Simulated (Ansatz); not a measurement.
## bcc Fe

Method: HSE06 in Ansatz (plane waves, PAW).

Run with plane-wave cutoff 460 eV, 16×16×16 k mesh, Fermi–Dirac smearing 0.05 eV, spin-polarised with parallel moments, scalar-relativistic PAW data made under PBE.

Cell: relaxed at this level.

For bcc Fe, the equilibrium volume per atom comes out as 12.34 Å³/atom and the bulk modulus B0 is 166 GPa. The equilibrium lattice constant a comes out as 2.912 Å and the magnetic moment per atom (the cell's total over its atoms) comes out as 2.87 μB.

Measured, for comparison: equilibrium volume per atom 11.61 Å³/atom, lattice constant a 2.853 Å (static lattice: zero-point anharmonic expansion removed; as tabulated in Mejia-Rodriguez and Trickey (2018), arXiv:1807.09216); bulk modulus 174 GPa (corrected for temperature and zero-point phonon effects, our sources range from 170 to 175; as tabulated in Levämäki et al. (2014), arXiv:1402.3671). Computed (rounded) less measured: equilibrium volume per atom +6.3 %, bulk modulus -5 % (-2 % to -5 % over the range), lattice constant a +2.1 %.

Moments are spin moments.

The computed numbers hold no vibrational or temperature effects.

It cost about 40 core-minutes (a rough figure) of CPU time.

Ansatz is a first-principles code.
